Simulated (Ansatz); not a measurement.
C2H3NO, SMILES `C=NC=O`, charge 0, multiplicity 1.

Question: Give a relaxed structure at PBE0-D4/def2-TZVP (the Gaussian-basis code of Ansatz). (Estimate.)

Answer: The calculation gave: 
Cartesian coordinates in Å:
```
C 0.2195 -1.1182 0.1615
N -0.0360 -0.0074 0.6946
C -0.2282 1.1388 -0.0679
O -1.1489 1.3159 -0.8162
H 0.3548 -1.2445 -0.9173
H 0.3142 -2.0020 0.7910
H 0.5246 1.9175 0.1544
```
